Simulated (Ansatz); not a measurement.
```xyz
2

N     0.0009   -0.0002   -0.6088
O     0.0005   -0.0006    0.5325
```

Basis set: cc-pVDZ (spherical functions). Correlated methods keep 2 orbitals frozen. Charge 0, multiplicity 2.

Computed with Ansatz (development build ahead of 0.2.0); free ground-state atoms in the same class of orbitals, no zero-point energy, no relativity.

The atomization energy of doublet NO from measured heats of formation, zero-point and thermal terms removed is 6.622 eV (G2/97 set, Curtiss et al., J. Chem. Phys. 106, 1063 (1997), as shipped with ASE); it holds spin-orbit and other relativistic effects.

How far do UHF-MP2, UHF miss it in this basis?

```csv
method,atomization energy (eV),computed − measured (eV)
UHF-MP2,6.026,-0.596
UHF,2.127,-4.495
```
